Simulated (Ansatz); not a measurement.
# CHF: a ladder of functionals and wavefunction methods

The task here is to estimate one member of a computed series from the others.

Program: Ansatz 0.2.0, Gaussian basis. Level of theory: functionals in def2-TZVPP, the program's frozen cores in correlated methods. These are calculated values, not measurements.

Plan: LDA (SPW92), PBE-D4, revPBE-D4, BLYP-D4, r2SCAN-D4, B97M-V, PBE0-D4, B3LYP-D4, r2SCANh-D4, r2SCAN0-D4, HSE06-D4, BHLYP-D4, CAM-B3LYP-D4, LC-ωPBE, ωB97X-V, ωB97M-V, B2PLYP, PBE-QIDH; CCSD(T)/def2-SVP; CCSD(T)/def2-TZVPP; CCSD(T)/def2-QZVPP; extrapolation to the limit; RPA on PBE.

## Structure used throughout

The geometry comes from an earlier relaxation with PBE0-D4 in a triple-zeta def2 set; it is a stationary point.

SMILES `[CH]F`, 3 atoms, charge 0, spin multiplicity 1.

Atoms are counted from 1 here; the program's logs count them from 0.

Bond lengths: C1–F2 1.301 Å, C1–H3 1.126 Å. Angles: F2–C1–H3 102.3°.

Geometry (Å):

```
C    -0.13066   -0.47758   -0.11967
F     0.88726    0.05320    0.49153
H    -0.75659    0.42438   -0.37186
```

Set-up of the first run:

Input file in.yaml:

```yaml
crystal:
  periodic: [false, false, false]
  atoms:
    - {symbol: C, position_ang: [-0.130661, -0.477576, -0.119674]}
    - {symbol: F, position_ang: [0.887258, 0.053197, 0.491535]}
    - {symbol: H, position_ang: [-0.756587, 0.424379, -0.371861]}
basis:
  gaussian: {orbitals: def2-TZVPP}
hamiltonian: {xc: lda}
output: {orbitals: {seedname: orbitals}}
```

The run is started by

```sh
> ansatz run in.yaml --threads 2 --pin off --events-out ev --progress --plain --max-ram 32768MiB --backend cpu
```

Among the steps run: LDA; PBE-D4 (GGA); revPBE-D4 (GGA); BLYP-D4 (GGA); r2SCAN-D4 (meta-GGA); B97M-V (meta-GGA); B3LYP-D4 (hybrid); r2SCANh-D4 (hybrid); r2SCAN0-D4 (hybrid); HSE06-D4 (hybrid); BHLYP-D4 (hybrid); CAM-B3LYP-D4 (range-separated); LC-ωPBE (range-separated); ωB97X-V (range-separated); ωB97M-V (range-separated); B2PLYP (double hybrid); PBE-QIDH (double hybrid).

One table of the session follows, with a row left open; its other results are not shown here.

It belongs to the step «Frontier levels by functional». 

```
  functional  HOMO (eV)  LUMO (eV)  gap (eV)
 LDA (SPW92)      -5.75      -4.40      1.35
      PBE-D4      -5.69      -4.09      1.60
   revPBE-D4      -5.66      -3.98      1.69
     BLYP-D4      -5.67      -3.96      1.71
   r2SCAN-D4      -6.01      -3.75      2.25
      B97M-V      -6.18      -3.63      2.54
     PBE0-D4      -7.23      -2.76      4.47
    B3LYP-D4      -7.06      -3.08      3.98
  r2SCANh-D4      -6.58      -3.27      3.31
  r2SCAN0-D4      -7.45      -2.56      4.89
    HSE06-D4      -6.82      -3.16      3.66
    BHLYP-D4      -8.78      -1.39      7.38
CAM-B3LYP-D4          ?          ?         ?
     LC-ωPBE     -10.15      -0.09     10.05
     ωB97X-V      -9.78      -0.19      9.60
     ωB97M-V      -9.67      -0.31      9.36
```

Estimate the missing values for CAM-B3LYP-D4.

**Answer.** HOMO (eV): -8.78; LUMO (eV): -1.49; gap (eV): 7.30.
